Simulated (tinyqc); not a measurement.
Inside a calculation (part 2 of 2). Method: CCD on RHF in the sto-6g basis, for H2F+, spin multiplicity 1. Computed by tinyqc, a small Python program that keeps every step (integrals from PySCF). Command: `OMP_NUM_THREADS=1 python tinyqc.py 26525 26526 out.jsonl` (the two numbers bound the seeds that draw the settings). One thread of a shared host (Intel(R) Xeon(R) Processor @ 2.60GHz), about 0.1 s of CPU time with the checks.

Geometry (angstrom):
```
atom       x        y       z
F     0.0000   0.0000  0.0000
H     0.0000   0.8710  0.5220
H     0.0000  -0.8790  0.5270
```

## CCD: amplitude update 1

Starting amplitudes (spin orbitals 1a, 1b, ...; amplitudes related by a flip of all spins are not repeated; the 24 largest):
```
from      to         t
3a 3b  7a 7b   -0.0613
3a 4b  6b 7a   -0.0346
4a 4b  6a 6b   -0.0336
3a 3b  6a 6b   -0.0312
2a 3b  6a 7b    0.0219
2a 4b  6a 6b   -0.0199
4a 4b  7a 7b   -0.0195
2a 2b  6a 6b   -0.0188
3a 4b  6a 7b    0.0176
3a 4a  6a 7a   -0.0170
2a 3a  6a 7a    0.0139
2a 2b  7a 7b   -0.0130
5a 5b  6a 6b   -0.0130
5a 5b  7a 7b   -0.0087
2a 3b  6b 7a   -0.0080
2a 4b  7a 7b    0.0034
3a 4b  6a 6b    0.0017
3a 4b  7a 7b   -0.0009
2a 3b  7a 7b   -0.0009
3a 3b  6a 7b   -0.0007
2a 3b  6a 6b    0.0007
2a 4b  6b 7a   -0.0006
1a 2b  7a 7b   -0.0006
2a 4b  6a 7b  4.52e-04
```

orbital energies (hartree): MO1 -26.9346, MO2 -2.0443, MO3 -1.1818, MO4 -1.0577, MO5 -1.0327, MO6 -0.0448, MO7 0.1297

Given earlier and not repeated: Two-electron integrals over orbitals (pq|rs).

t_ij^ab D_ij^ab are set to the remaining terms of the spin-orbital equations, evaluated with the old amplitudes; for the doubles these are <ij||ab> + 1/2 <ab||ef> t_ij^ef + 1/2 <mn||ij> t_mn^ab + P(ij)P(ab) <mb||ej> t_im^ae + terms in t^2, D the orbital-energy denominators.

Amplitudes after update 1 (spin orbitals 1a, 1b, ...; amplitudes related by a flip of all spins are not repeated; the 24 largest):
```
from      to        t
3a 3b  7a 7b  -0.0759
3a 4b  6b 7a  -0.0426
4a 4b  6a 6b  -0.0397
3a 3b  6a 6b  -0.0396
2a 3b  6a 7b   0.0268
2a 4b  6a 6b  -0.0256
3a 4b  6a 7b   0.0250
4a 4b  7a 7b  -0.0230
2a 2b  6a 6b  -0.0191
3a 4a  6a 7a  -0.0176
2a 3a  6a 7a   0.0144
5a 5b  6a 6b  -0.0134
2a 2b  7a 7b  -0.0131
2a 3b  6b 7a  -0.0125
5a 5b  7a 7b  -0.0081
2a 4b  7a 7b   0.0024
3a 4b  6a 6b   0.0022
2a 3b  7a 7b  -0.0012
3a 4b  7a 7b  -0.0011
2a 3b  6a 6b   0.0009
3a 3b  6a 7b  -0.0008
2a 4b  6b 7a  -0.0007
2a 4b  6a 7b   0.0005
1a 2b  7a 7b  -0.0005
```

correlation energy = -0.040829 hartree

## CCD: amplitude update 2

As before.

Amplitudes after update 2 (spin orbitals 1a, 1b, ...; amplitudes related by a flip of all spins are not repeated; the 24 largest):
```
from      to        t
3a 3b  7a 7b  -0.0801
3a 4b  6b 7a  -0.0445
3a 3b  6a 6b  -0.0422
4a 4b  6a 6b  -0.0417
3a 4b  6a 7b   0.0280
2a 3b  6a 7b   0.0279
2a 4b  6a 6b  -0.0271
4a 4b  7a 7b  -0.0239
2a 2b  6a 6b  -0.0191
3a 4a  6a 7a  -0.0166
2a 3b  6b 7a  -0.0141
2a 3a  6a 7a   0.0138
5a 5b  6a 6b  -0.0133
2a 2b  7a 7b  -0.0128
5a 5b  7a 7b  -0.0076
3a 4b  6a 6b   0.0023
2a 4b  7a 7b   0.0019
2a 3b  7a 7b  -0.0012
3a 4b  7a 7b  -0.0012
2a 3b  6a 6b   0.0010
3a 3b  6a 7b  -0.0009
2a 4b  6b 7a  -0.0007
2a 4b  6a 7b   0.0006
1a 2b  7a 7b  -0.0005
```

correlation energy = -0.042653 hartree

## CCD: amplitude update 3

t_ij^ab D_ij^ab are set to the remaining terms of the spin-orbital equations, evaluated with the old amplitudes; for the doubles these are <ij||ab> + 1/2 <ab||ef> t_ij^ef + 1/2 <mn||ij> t_mn^ab + P(ij)P(ab) <mb||ej> t_im^ae + terms in t^2, D the orbital-energy denominators. DIIS then mixes the stored amplitudes.

DIIS coefficients: -0.5068  1.5068

Amplitudes after update 3 (spin orbitals 1a, 1b, ...; amplitudes related by a flip of all spins are not repeated; the 24 largest):
```
from      to        t
3a 3b  7a 7b  -0.0821
3a 4b  6b 7a  -0.0453
3a 3b  6a 6b  -0.0433
4a 4b  6a 6b  -0.0428
3a 4b  6a 7b   0.0297
2a 3b  6a 7b   0.0282
2a 4b  6a 6b  -0.0278
4a 4b  7a 7b  -0.0242
2a 2b  6a 6b  -0.0190
3a 4a  6a 7a  -0.0156
2a 3b  6b 7a  -0.0150
5a 5b  6a 6b  -0.0133
2a 3a  6a 7a   0.0133
2a 2b  7a 7b  -0.0126
5a 5b  7a 7b  -0.0072
3a 4b  6a 6b   0.0024
2a 4b  7a 7b   0.0017
2a 3b  7a 7b  -0.0013
3a 4b  7a 7b  -0.0013
2a 3b  6a 6b   0.0010
3a 3b  6a 7b  -0.0009
2a 4b  6b 7a  -0.0007
2a 4b  6a 7b   0.0006
1a 2b  7a 7b  -0.0005
```

correlation energy = -0.043454 hartree

## CCD: convergence

E_corr = 1/4 sum <ij||ab> t_ij^ab; stop when the norm of the change is below 1e-8.

Course of the amplitude iterations:
```
update  correlation energy (hartree)  norm of the change
0                          -0.033685                   -
1                          -0.040829            5.40e-02
2                          -0.042653            1.67e-02
3                          -0.043454            5.90e-03
4                          -0.043448            6.65e-04
5                          -0.043450            1.34e-04
6                          -0.043450            7.91e-06
7                          -0.043450            1.83e-06
8                          -0.043450            1.71e-07
9                          -0.043450            3.47e-08
10                         -0.043450            1.13e-08
11                         -0.043450            2.92e-09
```

Converged amplitudes (spin orbitals 1a, 1b, ...; amplitudes related by a flip of all spins are not repeated; the 24 largest):
```
from      to        t
3a 3b  7a 7b  -0.0823
3a 4b  6b 7a  -0.0452
3a 3b  6a 6b  -0.0431
4a 4b  6a 6b  -0.0431
3a 4b  6a 7b   0.0299
2a 3b  6a 7b   0.0282
2a 4b  6a 6b  -0.0279
4a 4b  7a 7b  -0.0241
2a 2b  6a 6b  -0.0191
3a 4a  6a 7a  -0.0153
2a 3b  6b 7a  -0.0150
5a 5b  6a 6b  -0.0133
2a 3a  6a 7a   0.0132
2a 2b  7a 7b  -0.0126
5a 5b  7a 7b  -0.0072
3a 4b  6a 6b   0.0024
2a 4b  7a 7b   0.0017
2a 3b  7a 7b  -0.0013
3a 4b  7a 7b  -0.0013
2a 3b  6a 6b   0.0010
3a 3b  6a 7b  -0.0009
2a 4b  6b 7a  -0.0007
2a 4b  6a 7b   0.0006
1a 2b  7a 7b  -0.0005
```

CCD total energy = -99.825820 hartree

Converged in 11 updates, with DIIS from the third.
